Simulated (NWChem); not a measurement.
# NOF (nitrosyl fluoride) at MP2/def2-TZVPP

What is the energy change on altering one bond length of NOF (nitrosyl fluoride) at MP2/def2-TZVPP? 

The results are computed with NWChem 7.3.0.

3 further runs of the same task are left out: 3 set aside as unsound or not needed. Runs told in other sessions of the task aren't counted.

## 1. The system as given

NOF has 3 atoms, charge 0, and is taken as a singlet. SMILES: `O=NF`. The shape is that of a PBE0-D4/def2-TZVP optimisation.

Bond lengths: O1–N2 1.127 Å, N2–F3 1.483 Å. Angles: O1–N2–F3 110.4°.

## 2. Energy and gradient at MP2/def2-TZVPP

fno.nw reads:

```
start fno
memory 2200 mb

geometry units angstroms noautosym nocenter noautoz
  O        0.868350       0.242970       0.504740
  N        0.148930      -0.482540       0.029910
  F       -1.017290       0.239580      -0.534650
end

basis spherical bse
  * library def2-TZVPP
end

scf
  thresh 1e-08
  maxiter 80
end

mp2
  freeze core 3
  tight
end

task mp2 gradient
```

Launch:

```bash
nwchem fno.nw > fno.out
```

What it wrote:

```text
[...]
  functions       =    93
[...]
  wavefunction    = RHF
[...]
         Total SCF energy =   -228.721646505662
      One-electron energy =   -447.852693928912
      Two-electron energy =    152.658120913463
 Nuclear repulsion energy =     66.472926509786
        Time for solution =     19.5s
[...]
          Total MP2 energy          -229.413198185372
[...]
                         mp2 ENERGY GRADIENTS
    atom               coordinates                        gradient
                 x          y          z           x          y          z
   1 O       1.640944   0.459147   0.953820   -0.018349  -0.016148  -0.011856
   2 N       0.281437  -0.911868   0.056522    0.003662   0.023788   0.004589
   3 F      -1.922399   0.452741  -1.010342    0.014687  -0.007640   0.007267
[...]
```

Run time: 48 s. Hardware: 1 thread of Intel Xeon Platinum 8375C at 2.90GHz (Ice Lake), shared host; peak memory 0.26 GiB.

## 3. The distorted shape: a single-point energy at MP2/def2-TZVPP

run.py reads:

```python
from ase import Atoms
from ase.calculators.nwchem import NWChem

mol = Atoms(['O', 'N', 'F'], positions=[
    [1.801337, -0.334733, 0.956393],
    [1.081917, -1.060243, 0.481563],
    [-1.017290, 0.239580, -0.534650],
])

calc = NWChem(
    label='struct',
    theory='mp2',
    memory='2200 mb',
    basis='def2-TZVPP',
    basispar='spherical bse',
    scf={'nopen': '0', 'rhf': None, 'thresh': '1e-08', 'maxiter': '80', 'print': 'low'},
    mp2={'freeze': 'core 3', 'tight': None},
    task='energy',
)
mol.calc = calc

e = mol.get_potential_energy()
print(f"E = {e:.6f} eV")
```

Launch:

```bash
export ASE_NWCHEM_COMMAND="nwchem PREFIX.nwi > PREFIX.nwo"
python run.py
```

What it wrote:

```text
E = -6240.041796 eV
```

The calculator wrote struct.nwi:

```
title "struct"

permanent_dir struct

scratch_dir struct

start struct

geometry units angstrom nocenter noautosym noautoz
  O  1.8013370000000000e+00 -3.3473300000000000e-01 9.5639300000000005e-01
  N  1.0819170000000000e+00 -1.0602430000000000e+00 4.8156300000000002e-01
  F  -1.0172900000000000e+00 2.3957999999999999e-01 -5.3464999999999996e-01
end

memory 2200 mb

basis spherical bse noprint
   * library def2-TZVPP
end

scf
  nopen 0
  rhf
  thresh 1e-08
  maxiter 80
  print low
end
mp2
  freeze core 3
  tight
end

task mp2 energy
```

struct.nwo:

```text
Northwest Computational Chemistry Package (NWChem) 7.3.0
             --------------------------------------------------------

           Job information
           ---------------

    nwchem branch   = 7.3.0
    use scalapack   = T
    input           = struct.nwi
    prefix          = struct.
    data base       = struct/struct.db
    status          = startup
    nproc           =        1

           Memory information
           ------------------

    heap     =     72089596 doubles =      550.0 Mbytes
    stack    =     72089601 doubles =      550.0 Mbytes
    global   =    144179200 doubles =     1100.0 Mbytes (distinct from heap & stack)
    total    =    288358397 doubles =     2200.0 Mbytes
    verify   = yes
    hardfail = no

           Directory information
           ---------------------

  0 permanent = struct
  0 scratch   = struct

[... 29 lines left out ...]
            Nuclear Dipole moment (a.u.)
[... 44 lines left out ...]
       Final RHF  results
[... 2 lines left out ...]
         Total SCF energy =   -228.595503276638
      One-electron energy =   -415.861767781954
      Two-electron energy =    136.718482777503
 Nuclear repulsion energy =     50.547781727813
[... 30 lines left out ...]
 Semi-direct pass number   1 of   1  for RHF alpha+beta  at       12.4s
 Done moints_semi at       14.0s
 Done maket at       14.2s
 Done multipass loop at       14.2s

          -------------------------------------------
          SCF energy                -228.595503276638
          Correlation energy          -0.721804923509
          Singlet pairs               -0.438296719998
          Triplet pairs               -0.283508203510
          Total MP2 energy          -229.317308200147
          -------------------------------------------

          ---------------------------------------------------
                    Spin Component Scaled (SCS) MP2
          Same spin pairs                     -0.189005469007
          Same spin scaling factor             0.333333333333
          Opposite spin pairs                 -0.532799454502
          Opposite spin scaling fact.          1.200000000000
          SCS-MP2 correlation energy          -0.702361168405
          Total SCS-MP2 energy              -229.297864445043
          ---------------------------------------------------

 -----------------------
 Task  times  cpu:       14.1s     wall:       14.1s
 Total times  cpu:       14.2s     wall:       14.2s
```

Run time: 16 s. Hardware: 1 thread of Intel Xeon Platinum 8375C at 2.90GHz (Ice Lake), shared host; peak memory 0.22 GiB.

## 4. What came out

At MP2/def2-TZVPP, 3 core orbitals frozen:

| quantity | value |
| --- | --- |
| first shape: total energy | -229.41320 Eh |
| first shape: dipole moment (of the density that the program reports) | 1.64 D |
| first shape: HOMO energy (Hartree–Fock orbitals) | -14.00 eV |
| first shape: LUMO energy (Hartree–Fock orbitals) | 1.63 eV |
| first shape: HOMO–LUMO gap (Hartree–Fock orbitals) | 15.63 eV |
| first shape: correlation energy (3 core orbitals frozen) | -691.6 mEh |
| first shape: largest force on an atom | 1.397 eV/Å |
| distorted shape: total energy | -229.31731 Eh |
| distorted shape: correlation energy (3 core orbitals frozen) | -721.8 mEh |
| energy change with the N2–F3 bond stretched from 1.483 to 2.670 Å | 2.609 eV |

What this shows: One bond (distorted shape) is far stretched, which a spin-restricted single reference describes badly; perturbation theory on it can break down and give far too much correlation. With the N2–F3 bond stretched from 1.483 to 2.670 Å the energy rises by 2.61 eV (252 kJ/mol). The first shape isn't relaxed at this level, so the change isn't measured from a minimum. A restricted reference can't describe the breaking bond well at this length. The largest force (first shape) is 1.40 eV/Å: the shape isn't a stationary point for this species at this level. Mulliken charges (first shape) run from -0.29 on F3 to +0.45 on N2; they depend strongly on the basis.
